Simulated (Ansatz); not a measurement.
Harmonic frequencies (cm⁻¹) at PBE0-D4/def2-TZVP from Ansatz: 173, 195, 286, 483, 624, 816, 896, 996, 1060, 1216, 1266, 1402, 1411, 1487, 1497, 2003, 2915, 3042, 3070, 3106, 3126.

Question: Which molecule is it?
A. `C[Si]C`
B. `C1C[SiH2]1`
C. `CC[SiH]`
D. `C=C[SiH3]`

Answer: C.
